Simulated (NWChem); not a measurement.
Species: water (H2O); SMILES O

All runs: NWChem. Structure relaxed at the PBE0-D3(BJ)/def2-TZVP level.

### Question
Order these by “orbital gap (eV)”, lowest first: PBE0/def2-SVP; PBE0/def2-TZVPD; PBE0/STO-3G.

### Answer
PBE0/def2-TZVPD (9.18), PBE0/def2-SVP (10.07), PBE0/STO-3G (14.40)
